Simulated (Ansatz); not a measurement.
C4H5Cl can be A, `CC1=C(Cl)C1`, or B, `C=CC(=C)Cl`.

Calculated with Ansatz (gas phase, PBE0-D4/def2-TZVP geometries, no zero-point term in ΔE). CBS: MP2 limit from def2 TZ/QZ plus the TZ coupled-cluster correction, frozen cores. DFT in def2-TZVPP. B3LYP here is the variant with VWN-RPA as its local correlation; programs differ in this. Each species was taken in one conformer, which may not be the lowest.

Task: Which isomer does CCSD(T)/CBS put lower? Give the gap. (Estimate.)

Result: Computed: B, by 32.7 kcal/mol.

Task: Give E(B) − E(A) in kcal/mol with CCSD(T)/def2-TZVPP, ωB97M-V, HF/def2-TZVPP, B3LYP, B3LYP-D4, CCSD/def2-TZVPP, r2SCAN-D4. (Best estimate.)

Result: Ansatz gave: CCSD(T)/def2-TZVPP -32.2, ωB97M-V -30.3, HF/def2-TZVPP -34.7, B3LYP -32.0, B3LYP-D4 -32.9, CCSD/def2-TZVPP -31.8, r2SCAN-D4 -30.2. None reverses the order clearly.

Largest T1 diagnostic: 0.011.

The D4 term adds −0.9 kcal/mol with B3LYP and −0.4 kcal/mol with PBE0; it sums over pairs of atoms, weighted by their polarisabilities, and B3LYP, whose exchange is more repulsive, gets the larger term. In def2-TZVPP, CCSD(T) changes the Hartree–Fock value by +2.5 kcal/mol (the triples alone add −0.4 kcal/mol) and MP2 by +5.5 kcal/mol.
